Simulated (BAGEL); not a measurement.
**HF/def2-SVP (density fitting with svp-jkfit) run of CH4Si (SMILES C[SiH])**

What is the energy change on altering one bond length of CH4Si at HF/def2-SVP (density fitting with svp-jkfit)? 

Program for the calculation: BAGEL 1.2.2.

4 further runs of the same task are left out: 4 set aside as unsound or not needed.

**1. The system as given**

CH4Si has 6 atoms, charge 0, and is taken as a singlet. SMILES: `C[SiH]`. The shape is that of a PBE0-D4/def2-TZVP optimisation.

Bond lengths: C1–Si2 1.892 Å, C1–H3 1.098 Å, C1–H4 1.091 Å, C1–H5 1.098 Å, Si2–H6 1.531 Å. Angles: C1–Si2–H6 94.2°, Si2–C1–H3 109.7°, Si2–C1–H4 113.8°, Si2–C1–H5 109.5°, H3–C1–H4 109.0°, H3–C1–H5 105.5°, H4–C1–H5 109.0°.

**2. Energy and gradient at HF/def2-SVP (density fitting with svp-jkfit)**

File input.json:

```json
{ "bagel": [

{
  "title": "molecule",
  "basis": "svp",
  "df_basis": "svp-jkfit",
  "angstrom": true,
  "geometry": [
    { "atom": "C", "xyz": [      -0.093500,      -0.366000,      -0.370300 ] },
    { "atom": "Si", "xyz": [       0.917300,       0.209800,       1.122300 ] },
    { "atom": "H", "xyz": [      -1.156900,      -0.410100,      -0.102200 ] },
    { "atom": "H", "xyz": [       0.215000,      -1.335600,      -0.763000 ] },
    { "atom": "H", "xyz": [      -0.024000,       0.382000,      -1.170800 ] },
    { "atom": "H", "xyz": [       0.142200,       1.520000,       1.284000 ] }
  ]
},

{
  "title": "force",
  "method": [
    {
      "title": "hf",
      "charge": 0
    }
  ]
}

]}
```

The run is started by

```
$ BAGEL_NUM_THREADS=1 BAGEL input.json > input.out
```

The log of the run:

```text
* using 1 threads per process

  ===============================================================
  ===============================================================

  *** Geometry ***

  { "atom" : "C", "xyz" : [     -0.176689,     -0.691640,     -0.699766 ] },
  { "atom" : "Si", "xyz" : [      1.733446,      0.396465,      2.120840 ] },
  { "atom" : "H", "xyz" : [     -2.186224,     -0.774977,     -0.193130 ] },
  { "atom" : "H", "xyz" : [      0.406291,     -2.523918,     -1.441861 ] },
  { "atom" : "H", "xyz" : [     -0.045353,      0.721875,     -2.212491 ] },
  { "atom" : "H", "xyz" : [      0.268719,      2.872384,      2.426408 ] },

  Number of auxiliary basis functions:      275

  Since a DF basis is specified, we compute 2- and 3-index integrals:
    o Being stored without compression. Storage requirement is 0.006 GB

  Number of basis functions:       52
  Number of electrons      :       24

    * METHOD: MOLECULE                             0.05

  The gradients will be computed analytically.

  *** RHF ***

  === Nuclear Repulsion ===
    48.6036936582

      * DIIS with orbital gradients will be used.

  === RHF iteration (svp) ===
      0       -328.85673993          0.01957214           0.01
      1       -328.92733374          0.00943030           0.01
      2       -328.94268447          0.00159891           0.01
      3       -328.94375115          0.00022230           0.01
      4       -328.94377768          0.00006684           0.01
      5       -328.94377998          0.00001758           0.01
      6       -328.94378009          0.00000362           0.01
      7       -328.94378010          0.00000093           0.01
      8       -328.94378010          0.00000017           0.01
      9       -328.94378010          0.00000005           0.01
     10       -328.94378010          0.00000001           0.01
     11       -328.94378010          0.00000001           0.01
    * SCF iteration converged.

    * Permanent dipole moment:
           (    0.294684,     0.029864,     0.332135) a.u.

  * Nuclear energy gradient

    o Atom   0
        x          0.0034250945
        y          0.0013405409
        z          0.0047310957
    o Atom   1
        x          0.0004129652
        y         -0.0058072025
        z         -0.0039230089
    o Atom   2
        x         -0.0007430756
        y          0.0010260553
        z          0.0000795748
    o Atom   3
        x          0.0005216355
        y         -0.0000539618
        z          0.0004857251
    o Atom   4
        x         -0.0006324269
        y          0.0010975764
        z         -0.0000340218
    o Atom   5
        x         -0.0029841926
        y          0.0023969917
        z         -0.0013393649
  * Gradient computed with                              0.25

    * METHOD: FORCE                                0.42

  ===============================================================
```

Run time: 0.7 s. Hardware: 1 thread of Intel Xeon Platinum 8488C (Sapphire Rapids), shared host; peak memory 0.14 GiB.

**3. The distorted shape at the same level**

File job.json:

```json
{ "bagel" : [

{
  "title" : "molecule",
  "basis" : "svp",
  "df_basis" : "svp-jkfit",
  "angstrom" : "true",
  "geometry" : [
    { "atom" : "C", "xyz" : [      -0.100452,      -0.440824,      -0.290224 ] },
    { "atom" : "Si", "xyz" : [       0.910348,       0.134976,       1.202376 ] },
    { "atom" : "H", "xyz" : [      -1.163852,      -0.484924,      -0.022124 ] },
    { "atom" : "H", "xyz" : [       0.208048,      -1.410424,      -0.682924 ] },
    { "atom" : "H", "xyz" : [      -0.024000,       0.382000,      -1.170800 ] },
    { "atom" : "H", "xyz" : [       0.135248,       1.445176,       1.364076 ] }
  ]
},

{
  "title" : "force",
  "method" : [
    {
      "title" : "hf"
    }
  ]
}

]}
```

The run is started by

```
$ BAGEL_NUM_THREADS=1 BAGEL job.json > job.out
```

The log of the run:

```text
* using 1 threads per process

  ===============================================================
  ===============================================================

  *** Geometry ***

  { "atom" : "C", "xyz" : [     -0.189827,     -0.833037,     -0.548444 ] },
  { "atom" : "Si", "xyz" : [      1.720308,      0.255068,      2.272161 ] },
  { "atom" : "H", "xyz" : [     -2.199362,     -0.916374,     -0.041808 ] },
  { "atom" : "H", "xyz" : [      0.393154,     -2.665315,     -1.290539 ] },
  { "atom" : "H", "xyz" : [     -0.045353,      0.721875,     -2.212491 ] },
  { "atom" : "H", "xyz" : [      0.255582,      2.730987,      2.577730 ] },

  Number of auxiliary basis functions:      275

  Since a DF basis is specified, we compute 2- and 3-index integrals:
    o Being stored without compression. Storage requirement is 0.006 GB

  Number of basis functions:       52
  Number of electrons      :       24

    * METHOD: MOLECULE                             0.08

  The gradients will be computed analytically.

  *** RHF ***

  === Nuclear Repulsion ===
    48.2183021541

      * DIIS with orbital gradients will be used.

  === RHF iteration (svp) ===
      0       -328.85485765          0.01862160           0.01
      1       -328.92137766          0.00915416           0.01
      2       -328.93624669          0.00158808           0.01
      3       -328.93731227          0.00021237           0.01
      4       -328.93733688          0.00006289           0.01
      5       -328.93733902          0.00001656           0.01
      6       -328.93733912          0.00000356           0.01
      7       -328.93733913          0.00000100           0.01
      8       -328.93733913          0.00000030           0.01
      9       -328.93733913          0.00000015           0.01
     10       -328.93733913          0.00000006           0.01
     11       -328.93733913          0.00000001           0.01
     12       -328.93733913          0.00000000           0.01
    * SCF iteration converged.

    * Permanent dipole moment:
           (    0.294628,     0.042763,     0.306873) a.u.

  * Nuclear energy gradient

    o Atom   0
        x         -0.0000099831
        y         -0.0330161109
        z          0.0404224000
    o Atom   1
        x          0.0004477045
        y         -0.0068288442
        z         -0.0026359875
    o Atom   2
        x         -0.0006402925
        y         -0.0002524065
        z          0.0016266604
    o Atom   3
        x          0.0003496404
        y         -0.0010909887
        z          0.0020151602
    o Atom   4
        x          0.0028867625
        y          0.0385364148
        z         -0.0397845610
    o Atom   5
        x         -0.0030338319
        y          0.0026519356
        z         -0.0016436720
  * Gradient computed with                              0.25

    * METHOD: FORCE                                0.47

  ===============================================================
```

Wall time 0.8 s (1 thread of Intel Xeon Platinum 8488C (Sapphire Rapids), shared host); peak memory 0.14 GiB.

**4. Summary of results**

At HF/def2-SVP (density fitting with svp-jkfit):

| quantity | value |
| --- | --- |
| first shape: total energy | -328.94378 Eh |
| first shape: dipole moment | 1.13 D |
| first shape: largest force on an atom | 0.361 eV/Å |
| distorted shape: total energy | -328.93734 Eh |
| distorted shape: dipole moment | 1.09 D |
| distorted shape: largest force on an atom | 2.852 eV/Å |
| energy change with the C1–H5 bond stretched from 1.098 to 1.208 Å | 0.175 eV |

What this shows: With the C1–H5 bond stretched from 1.098 to 1.208 Å the energy rises by 0.18 eV (4.0 kcal/mol). The first shape isn't relaxed at this level, so the change isn't measured from a minimum. The largest force (first shape) is 0.36 eV/Å: the shape isn't a stationary point for this species at this level.
